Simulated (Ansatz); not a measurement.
# Cu3AsS4 (Pmn2₁, No. 31)

Method: BLYP in Ansatz (plane waves, PAW).

Settings: plane-wave cutoff 520 eV, 6×6×6 k mesh, Fermi–Dirac smearing 0.01 eV, no spin polarisation, scalar-relativistic PAW data made under PBE.

Cell (relaxed at this level):

```
Cu3AsS4
1.0
    6.32782     0.00000     0.00000
    0.00000     6.63437     0.00000
    0.00000     0.00000     7.65542
Cu As S
6 2 8
Direct
  0.50441   0.83627   0.00000
  0.00441   0.16373   0.50000
  0.00598   0.66994   0.25066
  0.50598   0.33006   0.24934
  0.00598   0.66994   0.74934
  0.50598   0.33006   0.75066
  0.00342   0.16904   0.00000
  0.50342   0.83096   0.50000
  0.37532   0.17061   0.00000
  0.87532   0.82939   0.50000
  0.87785   0.83851   0.00000
  0.37785   0.16149   0.50000
  0.37837   0.66218   0.24922
  0.87837   0.33782   0.25078
  0.37837   0.66218   0.75078
  0.87837   0.33782   0.74922
```

```json
{
 "bulk modulus B0": "58.1 GPa",
 "pressure derivative B′ of the bulk modulus": "4.7"
}
```

Note: the gap of the solid is closed in this run; the volume lies 10 % above that of the published cell; this level leaves the solid without a gap, although one is measured; the bulk modulus comes from volumes at which shape and atoms were relaxed.

The computed numbers hold no vibrational or temperature effects.

Cost on a shared machine: around 2.2 core-hours (rough).

Ansatz is a program for electronic structure.
